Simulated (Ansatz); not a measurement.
Worked example: building the atomization energy of C$_{2}$H$_{5}$N, singlet

Measured: the G2/97 heats of formation, with zero-point and thermal terms from B3LYP taken off, give an electronic atomization energy of 719.9 kcal/mol (Curtiss et al., J. Chem. Phys. 106, 1063 (1997); Staroverov et al., J. Chem. Phys. 119, 12129 (2003)). The calculation below tries to reproduce it.

Geometry (MP2(full)/6-31G*, from the G2/97 set):

```xyz
8

C    -0.0216   -0.4286    0.7394
N    -0.0216    0.8440    0.0000
C    -0.0216   -0.4286   -0.7394
H     0.9199    1.2370    0.0000
H    -0.9388   -0.6362    1.2800
H    -0.9388   -0.6362   -1.2800
H     0.8863   -0.7396    1.2490
H     0.8863   -0.7396   -1.2490
```

Atomization energies (atoms less molecule, kcal/mol) from Ansatz 0.2.0, frozen cores, restricted molecule, unrestricted atoms, sets cc-pVDZ, cc-pVTZ, cc-pVQZ:

```json
{"level": "HF", "DZ": "495.56", "TZ": "506.12", "QZ": "507.48"}
{"level": "CCSD(T)", "DZ": "659.71", "TZ": "699.12", "QZ": "710.62"}
{"level": "CCSDT", "DZ": "659.54", "TZ": "698.39", "QZ": "–"}
{"level": "CCSDT(Q)", "DZ": "660.20", "TZ": "699.09", "QZ": "–"}
```

**Question.** Extrapolate Hartree–Fock with exp(−5.46 √X) and the CCSD(T) correlation part with X⁻³ (X = 3, 4), add each higher step from the largest set that has it, and compare with the measured value.

**Answer.** Hartree–Fock: 507.48 + (507.48 − 506.12) × 0.301 = 507.89.
Correlation: TZ 193.00, QZ 203.14; (64 × 203.14 − 27 × 193.00) / 37 = 210.54.
Full triples (TZ): 698.39 − 699.12 = -0.73.
(Q) (TZ): 699.09 − 698.39 = 0.70.
Sum: 718.4 kcal/mol, 1.5 below the measured 719.9.

The steps beyond CCSD(T) add -0.03 kcal/mol, while going from QZ to the limit adds 7.81. Core correlation, scalar relativity, spin–orbit terms and the relaxation from this MP2 geometry are missing from the sum, and the measured value has its own uncertainty.
